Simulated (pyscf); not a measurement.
Optimised with ωB97X-D3(BJ)/def2-SVP in PySCF.

Q: Estimate the classical barrier height and the reaction energy of CH₄ (SMILES C) + Cl–Zn–Cl (SMILES [Cl][Zn][Cl]) -> Cl–CH₂–Zn–Cl (SMILES Cl[CH2][Zn][Cl]) + H₂ (SMILES [H][H]) at ωB97M-D3(BJ)/def2-TZVP. The step runs on the singlet surface, breaks C–H, C–H, Cl–Zn and forms C–Zn, C–Cl, H–H; take the separated reactants as zero.

A: ΔE‡ = 4.38 eV, ΔE = +2.46 eV. Zero-point energy shifts the barrier by -0.24 eV. It is a multi-bond step, with an imaginary mode of 344i cm⁻¹. The same reactants have a lower exit, to H₃C–Zn–Cl + HCl (barrier +2.01 eV at ωB97M-D3(BJ), against +4.38 eV here). This is the saddle that the search found; another between the same sides may lie lower. Elements up to Kr have no core potential and no relativistic terms here.
